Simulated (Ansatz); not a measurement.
```yaml
crystal:
  periodic: [false, false, false]
  atoms:
    - {symbol: Y, position_ang: [0.000000, 0.000000, 0.000000]}
    - {symbol: Ge, position_ang: [0.000000, 0.000000, 2.650000]}
basis:
  gaussian: {orbitals: def2-TZVP}
total_charge: 1
hamiltonian: {xc: pbe0}
relax: {f_tol: 0.004, max_steps: 80}
```

```sh
$ ansatz run in.yaml --threads 1 --pin off --events-out ev --progress --plain --max-ram 2176MiB
```

Steps of the relaxation (energy above the last step; positions in Å, forces in eV/Å):

```
2
step 1, 33.8 meV
Y     0.000    0.000    0.000    0.000    0.000   -0.802
Ge    0.000    0.000    2.650    0.000    0.000    0.802
```

```
2
step 2, 3.2 meV
Y     0.000    0.000   -0.059    0.000    0.000    0.219
Ge    0.000    0.000    2.709    0.000    0.000   -0.219
```

```
2
step 3, 0.1 meV
Y     0.000    0.000   -0.046    0.000    0.000    0.031
Ge    0.000    0.000    2.696    0.000    0.000   -0.031
```

```
2
step 4, 0.0 meV
Y     0.000    0.000   -0.044    0.000    0.000    0.001
Ge    0.000    0.000    2.694    0.000    0.000   -0.001
```

Close pairs at the end: Y1–Ge2 2.738 Å.

A stationary point of restricted PBE0 after 4 steps (its stability towards spin polarisation wasn't tested). 19 s on 1 thread of Arm Neoverse V1, shared host.
